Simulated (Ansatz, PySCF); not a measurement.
UKS-B3LYP/6-31G* against FCI for diatomic hydrides: bond length at the minimum.

Values in Å, from Ansatz (an electronic-structure program) and PySCF. Where two bases are given, the first is that of UKS-B3LYP/6-31G*. Full CI is exact in its basis, with frozen cores. Scans on which UKS-B3LYP/6-31G* failed, held another spin at the minimum or broke off are missing, so the means are lower bounds.

```csv
system,basis,UKS-B3LYP/6-31G*,FCI,UKS-B3LYP/6-31G* − FCI
HLi singlet,6-31G* / aug-cc-pVTZ,1.621,1.610,0.011
HN triplet,6-31G* / aug-cc-pVDZ,1.048,1.052,-0.004
HCl cation doublet,6-31G* / cc-pVDZ,1.324,1.328,-0.004
HSi doublet,6-31G* / cc-pVTZ,1.539,1.529,0.010
HF singlet,6-31G* / cc-pVDZ,0.935,0.920,0.015
HBe doublet,6-31G* / cc-pVDZ,1.350,1.359,-0.009
HF cation doublet,6-31G* / cc-pVDZ,1.035,1.008,0.028
HBe cation singlet,6-31G* / aug-cc-pVDZ,1.325,1.331,-0.006
HGa singlet,6-31G* / def2-TZVP,1.704,1.683,0.020
HP triplet,6-31G* / aug-cc-pVDZ,1.436,1.446,-0.010
HP triplet,6-31G* / cc-pVTZ,1.436,1.430,0.007
```

What do these rows say about the size and sign of the difference from FCI?

The mean difference from FCI is 0.005 Å (median 0.007) and the mean absolute one 0.011 Å (median 0.010); UKS-B3LYP/6-31G* lies above in 6 and below in 5 of 11 cases. It is closest for HCl cation doublet (-0.004), HN triplet (-0.004), HBe cation singlet (-0.006) and furthest off for HF cation doublet (0.028), HGa singlet (0.020), HF singlet (0.015).
